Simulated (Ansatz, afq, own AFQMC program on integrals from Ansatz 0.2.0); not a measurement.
AFQMC on a folder of integrals that Ansatz 0.2.0 wrote.

```yaml
crystal:
  periodic: [false, false, false]
  atoms:
    - {symbol: Si, position_ang: [-0.090650, 0.000000, 0.595316]}
    - {symbol: N, position_ang: [0.112778, 0.000000, -1.117785]}
    - {symbol: H, position_ang: [0.579153, -1.226824, 1.121000]}
    - {symbol: H, position_ang: [0.579153, 1.226824, 1.121000]}
    - {symbol: H, position_ang: [-0.099805, -0.830073, -1.648445]}
    - {symbol: H, position_ang: [-0.099805, 0.830073, -1.648445]}
basis:
  gaussian: {orbitals: 6-31G}
magnetization: {spin_polarized: true, initial_magnetization: 1}
correlation: {method: ccsd_t, electrons: outside_noble_gas, hamiltonian_folder: ham}
```

```sh
$ ansatz run in.yaml --threads 1 --pin off --events-out ev --progress --plain --max-ram 16896MiB --backend cuda --devices 0, --max-vram 18GiB
```

Options of the walk:

```
--method free --trial cisd --walkers 4000 --time-step 0.03 --max-blocks 4000 --target-error 0.00042 --factor-cut 1e-05 --seed 6779 --times 0,0.21,0.42,0.81,1.2,1.8,2.4,3 --taylor-order 8
```

Times are imaginary, in 1/Eh. The walk had a cap of 61 s.

afq prints:

```
orbitals 24  electrons 7 6  factors 174 of 400
reference energy -345.60026389 Eh
CCSD correlation -0.18020887 Eh in 12 cycles, weight of the determinant in the CISD state 0.9108
repeat  energy at the last time / Eh  error
    10  -345.784438  0.000075
    20  -345.784468  0.000073
    30  -345.784457  0.000060
time / (1/Eh)  energy / Eh  error  mean overlap
  0.00  -345.780544  0.000040  1.0982
  0.21  -345.782239  0.000040  1.0989
  0.42  -345.783076  0.000037  1.0996
  0.81  -345.783807  0.000035  1.1000
  1.20  -345.784097  0.000037  1.1002
  1.80  -345.784343  0.000052  1.1010
  2.40  -345.784413  0.000052  1.1013
  3.00  -345.784465  0.000059  1.1037
energy -345.784465 +/- 0.000059 Eh
```

The run passed its tests (error under three times the target), which doesn't prove that it has relaxed.

Against this walk (error 1.6 meV) on the same determinant: CCSD(T) 25.0 meV higher, CCSDT(Q) 1.1 meV higher (within the noise), CCSDTQ 2.1 meV higher (within the noise). The error is statistical, and a free projection of finite length keeps a remainder of its start. The last points still move (meV from the last: 17.9 ± 1.0 at 0.81, 10.0 ± 1.0 at 1.20, 3.3 ± 1.4 at 1.80, 1.4 ± 1.4 at 2.40, 0.0 ± 1.6 at 3.00), but the last one has reached CCSDTQ within the noise or passed it, so little can be left to fall.

Cautions: remainder of the start not in the error.

The walk took 26 s on 1 × NVIDIA H100 80GB HBM3 with 2 threads of AMD EPYC 7R13 Processor (Zen 3), with other jobs on the host (the card was shared). The log's last line is the free-projection energy.

CCSDT and higher add their correlation energy to the determinant of the CCSD(T) run, since their own runs factorise the integrals more tightly (a shift of under 2 meV). A walk keeps the symmetry of its determinant, which the program's search chose and which needn't be the lowest solution, so a lower state of the same spin and another symmetry isn't excluded.
